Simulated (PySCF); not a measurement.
How well do the runs reproduce experiment for C4H9Cl?

**The experiment to reproduce.**

From NIST CCCBDB Release 22 (SRD 101), experimental dipoles, for the gas: dipole moment (dielectric constant and refractivity) 2.13 D.

The runs below try to reproduce these values; the comparison stands at the end.

C4H9Cl.
Atom-mapped SMILES: `[CH3:1][C:2]([CH3:3])([CH3:4])[Cl:5]` (hydrogens: H6, H7, H8 on C1; H9, H10, H11 on C3; H12, H13, H14 on C4)

Structure used (GFN2-xTB), in Å, numbered top down from 1:
```
atom  x, y, z in Å
C1    -0.980   -1.078   -0.058
C2     0.021    0.000    0.332
C3    -0.453    1.382   -0.095
C4     1.410   -0.305   -0.211
Cl5    0.136    0.004    2.140
H6    -1.077   -1.111   -1.141
H7    -1.955   -0.869    0.374
H8    -0.649   -2.052    0.293
H9    -1.430    1.598    0.330
H10   -0.526    1.425   -1.180
H11    0.245    2.146    0.239
H12    1.384   -0.310   -1.299
H13    1.751   -1.278    0.136
H14    2.123    0.447    0.118
```

The PySCF runs (gas phase, on this GFN2-xTB geometry; no spin–orbit coupling):

```csv
level,job,basis functions,wall time
CAM-B3LYP/def2-SVPD,"8 singlets by full TDDFT, 3 Tamm–Dancoff triplets, polarisability",179,24 s
```

Hardware: one thread of an x86-64 server, on a shared host.

**Comparison with experiment**

**Dipole moment.** Measured: 2.13 D (NIST CCCBDB Release 22 (SRD 101), experimental dipoles).

| level | computed (D) | computed − measured (D) | % (from the printed values) |
| --- | --- | --- | --- |
| CAM-B3LYP/def2-SVPD | 2.30 | +0.17 | +8 |

The computed dipoles belong to one fixed geometry; measured ones are averaged over vibrations unless marked μe. Magnitudes are compared, not signs.

The geometry is computed, not the measured one. Where a level misses, the cause wasn't examined.
